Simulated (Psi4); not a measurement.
Pair of molecules, SMILES c1ccccc1 with SMILES O (the first has 12 atoms); geometry from S66by8 set.
(charge 0, multiplicity 1):
```
atom    x (Å)    y (Å)    z (Å)
----  -------  -------  -------
C      0.7267  -0.6160  -1.2076
H      0.8427  -1.1437  -2.1441
C      0.4245   0.7449  -1.2079
H      0.3035   1.2721  -2.1441
C      0.2738   1.4258   0.0000
H      0.0380   2.4811   0.0000
C      0.4245   0.7449   1.2079
H      0.3035   1.2721   2.1441
C      0.7267  -0.6160   1.2076
H      0.8427  -1.1437   2.1441
C      0.8782  -1.2960   0.0000
H      1.1150  -2.3513   0.0000
O     -2.5532  -0.2479   0.0000
H     -2.3884  -1.1926   0.0000
H     -1.6659   0.1237   0.0000
```

Method: Psi4 with SAPT0/jun-cc-pV(D+d)Z.

### Question
Which attractive term is largest, and how does the interaction split up?

### Answer
electrostatics -19.2, exchange 30.9, induction -7.0, dispersion -13.9, total -9.3 kJ/mol; the largest attraction is electrostatics.
